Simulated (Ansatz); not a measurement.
# C5H10: a ladder of functionals and wavefunction methods

The task here is to estimate one member of a computed series from the others.

The runs use Ansatz 0.2.0, Gaussian basis; functionals in def2-TZVPP, the program's frozen cores in correlated methods.

The runs, in order: PBE-D4, r2SCAN-D4, PBE0-D4, B3LYP-D4, ωB97X-V, ωB97M-V, B2PLYP; CCSD(T)/def2-TZVPP; MP2/def2-QZVPP; extrapolation to the limit.

## Structure used throughout

The geometry comes from an earlier relaxation with PBE0-D4 in a triple-zeta def2 set; it is a stationary point, not always the lowest conformer.

SMILES `CC1CCC1`, 15 atoms, charge 0, spin multiplicity 1.

Atoms are counted from 1 here; the program's logs count them from 0.

Bond lengths: C1–C2 1.514 Å, C1–H6 1.094 Å, C1–H7 1.094 Å, C1–H8 1.094 Å, C2–C3 1.546 Å, C2–C5 1.546 Å, C2–H9 1.093 Å, C3–C4 1.541 Å, C3–H10 1.093 Å, C3–H11 1.092 Å, C4–C5 1.541 Å, C4–H12 1.091 Å, C4–H13 1.092 Å, C5–H14 1.093 Å, C5–H15 1.092 Å. Angles: C2–C1–H6 111.2°, C2–C1–H7 111.2°, C2–C1–H8 111.2°, H6–C1–H7 107.6°, H6–C1–H8 107.9°, H7–C1–H8 107.6°, C1–C2–C3 113.7°, C1–C2–C5 113.7°, C1–C2–H9 109.7°, C3–C2–C5 88.2°, C3–C2–H9 115.2°, C5–C2–H9 115.2°, C2–C3–C4 89.0°, C2–C3–H10 116.9°, C2–C3–H11 111.9°, C4–C3–H10 117.7°, C4–C3–H11 111.8°, H10–C3–H11 108.5° and more.

The first run:

in.yaml

```yaml
crystal:
  periodic: [false, false, false]
  atoms:
    - {symbol: C, position_ang: [-1.135754, 1.120985, 0.588181]}
    - {symbol: C, position_ang: [-0.455660, -0.231729, 0.577457]}
    - {symbol: C, position_ang: [1.088487, -0.150127, 0.595323]}
    - {symbol: C, position_ang: [1.090029, -0.346850, -0.933005]}
    - {symbol: C, position_ang: [-0.357227, -0.865722, -0.829572]}
    - {symbol: H, position_ang: [-1.018340, 1.614112, 1.557163]}
    - {symbol: H, position_ang: [-0.712219, 1.782635, -0.173786]}
    - {symbol: H, position_ang: [-2.206329, 1.026163, 0.386293]}
    - {symbol: H, position_ang: [-0.897033, -0.871288, 1.346466]}
    - {symbol: H, position_ang: [1.529828, 0.768303, 0.989361]}
    - {symbol: H, position_ang: [1.536148, -1.000275, 1.114357]}
    - {symbol: H, position_ang: [1.837445, -1.021698, -1.352442]}
    - {symbol: H, position_ang: [1.149036, 0.602021, -1.469374]}
    - {symbol: H, position_ang: [-1.074804, -0.520980, -1.577771]}
    - {symbol: H, position_ang: [-0.395406, -1.956353, -0.789350]}
basis:
  gaussian: {orbitals: def2-TZVPP}
hamiltonian: {xc: pbe, dispersion: d4}
output: {forces: true, orbitals: {seedname: orbitals}}
```

Started as:

```
> ansatz run in.yaml --threads 4 --pin off --events-out ev --progress --plain --max-ram 10444MiB
```

Among the steps run: PBE-D4 (GGA); r2SCAN-D4 (meta-GGA); PBE0-D4 (hybrid); B3LYP-D4 (hybrid); ωB97X-V (range-separated); ωB97M-V (range-separated); B2PLYP (double hybrid); CCSD(T) in def2-TZVPP; MP2 in def2-QZVPP.

One table of the session follows, with a row left open; its other results are not shown here.

| method | atomisation energy (kJ/mol) |
| --- | --- |
| PBE-D4 | 6168.0 |
| r2SCAN-D4 | ? |
| PBE0-D4 | 6105.5 |
| B3LYP-D4 | 6048.0 |
| ωB97X-V | 6060.7 |
| ωB97M-V | 6066.7 |
| B2PLYP | 5991.2 |
| HF/def2-TZVPP | 4577.5 |
| MP2/def2-TZVPP | 5984.5 |
| CCSD/def2-TZVPP | 5851.3 |
| CCSD(T)/def2-TZVPP | 5922.7 |
| MP2/CBS | 6105.4 |
| CCSD(T)/CBS | 6043.5 |

**Question.** Estimate the row for r2SCAN-D4.

The run gave: atomisation energy (kJ/mol): 6060.2. In the column «atomisation energy (kJ/mol)» it lies between B3LYP-D4 (6048.0) and ωB97X-V (6060.7).

Limits of these values: Free atoms (5 C, 10 H) were run apart at each level; the atomisation energy is their sum less the molecule, without zero-point or spin-orbit terms.
